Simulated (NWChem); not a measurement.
# Spin states of B (+1)

```xyz
1

B      0.0000     0.0000     0.0000
```
Charge +1, spin multiplicity 1.

Program: NWChem.

Basis set: def2-TZVP. The gap is E(triplet) − E(singlet), so a negative value puts the higher spin lower. Open shells are unrestricted, coupled cluster uses restricted open-shell references, and the singlet is the closed-shell solution. The triplet is the single determinant that the SCF runs reached, with unpaired electrons in orbitals of symmetry ag and b3u (D2h labels); it need not be the lowest triplet, which in molecules with degenerate π orbitals can need several determinants. Where the lowest singlet needs several determinants, the single determinant used here isn't a pure state and places it wrongly.

The correlated methods keep 1 core orbital frozen. B3LYP has NWChem's definition, with VWN1-RPA local correlation. No SCF solution was tested for a lower state. Open-shell Hartree-Fock references start from PBE0 orbitals. Coupled-cluster values serve here as a point of comparison, not as the truth.

```json
[
 {"method": "BLYP", "vertical singlet-triplet gap (kcal/mol)": "94.8"},
 {"method": "PBE", "vertical singlet-triplet gap (kcal/mol)": "…"},
 {"method": "B3LYP", "vertical singlet-triplet gap (kcal/mol)": "…"},
 {"method": "PBE0", "vertical singlet-triplet gap (kcal/mol)": "90.6"},
 {"method": "HF", "vertical singlet-triplet gap (kcal/mol)": "…"},
 {"method": "CCSD(T)", "vertical singlet-triplet gap (kcal/mol)": "106.7"},
 {"method": "CR-CCSD(T)", "vertical singlet-triplet gap (kcal/mol)": "106.7"}
]
```

Task: Complete the blanks.

Result: 
- PBE, vertical singlet-triplet gap (kcal/mol): 91.5
- B3LYP, vertical singlet-triplet gap (kcal/mol): 94.5
- HF, vertical singlet-triplet gap (kcal/mol): 72.3
